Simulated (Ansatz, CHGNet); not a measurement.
For zinc-blende CdS (metastable phase), the machine-learned potential CHGNet 0.3.0 (trained on PBE and PBE+U data) gives:

- lattice parameter a = 5.940 Å
- zone-centre TO phonon frequency = 188 cm⁻¹
- elastic constant C11 = 45.0 GPa
- elastic constant C44 = 12.9 GPa
- polycrystal shear modulus = 6.29 GPa

Problem. What does PBE0 in Ansatz (plane waves, PAW) give for the same quantities?

Solution. 
- lattice constant a: 5.881 Å (decreases by 1.0 %)
- zone-centre TO phonon frequency: 228 cm⁻¹ (grows by 21 %)
- elastic constant C11: 74.3 GPa (increases by 65 %)
- elastic constant C44: 27.8 GPa (rises by 120 %)
- Voigt–Reuss–Hill shear modulus: 18.9 GPa (grows by 200 %)

For comparison: lattice constant a 5.832 Å (measured, room temperature, not corrected to a static lattice, our sources range from 5.818 to 5.832; as tabulated in arXiv:1206.3780).

Changes are worked out from the printed values.

Unless a cell is named, each level is at its own relaxed cell (CHGNet 0.3.0 26.20, PBE0 25.42 Å³/atom).

Ansatz's density-functional and Hartree–Fock values are scalar-relativistic unless marked +SOC, with PAW data made under PBE.

Ansatz is an electronic-structure program.
